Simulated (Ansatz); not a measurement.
# CH₅AlSi (SMILES C=[SiH][AlH2]): functionals against CCSD(T) at one geometry

One table from this session's results is given with a row withheld; the runs are named, their logs left out.

Method: single points in def2-TZVPP; program: Ansatz 0.2.0, Gaussian basis.

Cores are frozen in the correlated methods.

**The system as given**

SMILES `C=[SiH][AlH2]`, 8 atoms, charge 0, spin multiplicity 1.

Atoms are counted from 1 here; the program's logs count them from 0.

Bond lengths: C1–Si2 1.759 Å, C1–H4 1.036 Å, C1–H5 1.045 Å, Si2–Al3 2.443 Å, Si2–H6 1.506 Å, Al3–H7 1.564 Å, Al3–H8 1.460 Å. Angles: Si2–C1–H4 121.3°, Si2–C1–H5 119.8°, H4–C1–H5 117.8°, C1–Si2–Al3 131.7°, C1–Si2–H6 114.2°, Al3–Si2–H6 114.1°, Si2–Al3–H7 122.0°, Si2–Al3–H8 128.3°, H7–Al3–H8 109.7°.

As a file:

| atom | x (Å) | y (Å) | z (Å) |
| --- | --- | --- | --- |
| C1 | -1.34620 | 0.94810 | -1.01910 |
| Si2 | -0.00330 | 0.66730 | 0.08190 |
| Al3 | 1.15920 | -1.37820 | 0.74080 |
| H4 | -1.78550 | 1.88210 | -1.10420 |
| H5 | -1.83850 | 0.13650 | -1.45600 |
| H6 | 0.51850 | 1.91290 | 0.74840 |
| H7 | 2.33770 | -1.36620 | 1.76850 |
| H8 | 0.89850 | -2.74750 | 0.30640 |

The first run:

run/in.yaml reads:

```yaml
crystal:
  periodic: [false, false, false]
  atoms:
    - {symbol: C, position_ang: [-1.346200, 0.948100, -1.019100]}
    - {symbol: Si, position_ang: [-0.003300, 0.667300, 0.081900]}
    - {symbol: Al, position_ang: [1.159200, -1.378200, 0.740800]}
    - {symbol: H, position_ang: [-1.785500, 1.882100, -1.104200]}
    - {symbol: H, position_ang: [-1.838500, 0.136500, -1.456000]}
    - {symbol: H, position_ang: [0.518500, 1.912900, 0.748400]}
    - {symbol: H, position_ang: [2.337700, -1.366200, 1.768500]}
    - {symbol: H, position_ang: [0.898500, -2.747500, 0.306400]}
basis:
  gaussian: {orbitals: def2-TZVPP}
correlation: {method: ccsd_t}
output: {forces: true}
```

The command line of these runs was not kept.

Among the steps run: CCSD(T)/def2-TZVPP; PBE0-D4/def2-TZVPP; wB97M-V/def2-TZVPP; r2SCAN-D4/def2-TZVPP; PBE-D4/def2-TZVPP; B97M-V/def2-TZVPP; LC-wPBE/def2-TZVPP.

One table of the session follows, with a row left open; its other results are not shown here.

| method | RMS force component (eV/Å) | angle to CCSD(T) forces (°) | dipole (D) |
| --- | --- | --- | --- |
| CCSD(T) | 0.934 | reference | 0.27 |
| PBE0-D4 | 1.020 | 9.0 | 0.26 |
| wB97M-V | 1.025 | 13.0 | 0.53 |
| r2SCAN-D4 | 0.985 | 6.5 | 0.22 |
| PBE-D4 | 1.018 | 5.9 | 0.20 |
| B97M-V | 0.939 | 9.2 | 0.42 |
| LC-wPBE | ? | ? | ? |

Estimate the missing values for LC-wPBE.

**Answer.** RMS force component (eV/Å): 1.126; angle to CCSD(T) forces (°): 17.2; dipole (D): 0.63. In the column «RMS force component (eV/Å)» it is the highest.
